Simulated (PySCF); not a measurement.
Bonds broken one at a time in the series In SH-H. All species are isolated molecules in the gas phase. One relaxed conformer stands for each flexible species; it need not be the lowest. Strings in code marks are SMILES.

The dipole moment from two functionals at the same geometries (B3LYP-D3(BJ)/def2-TZVP), both in PySCF: PBE-D3(BJ)/def2-TZVP and ωB97X-D3(BJ)/def2-TZVP. 

| species | PBE-D3(BJ)/def2-TZVP (D) | ωB97X-D3(BJ)/def2-TZVP (D) |
|---|---|---|
| radical fragment (`[SH]`) | 0.87 | 0.91 |
| radical fragment (`[InH2]`) | 0.44 | 0.55 |
| whole molecule (`[InH3]`) | 0.00 | 0.00 |

Over these rows, drawn at random from the members with no instability flagged (it was tested for open shells, ions and some series alone), PBE minus ωB97X-D3(BJ): mean -0.05 D, from -0.10 D to 0.00 D.
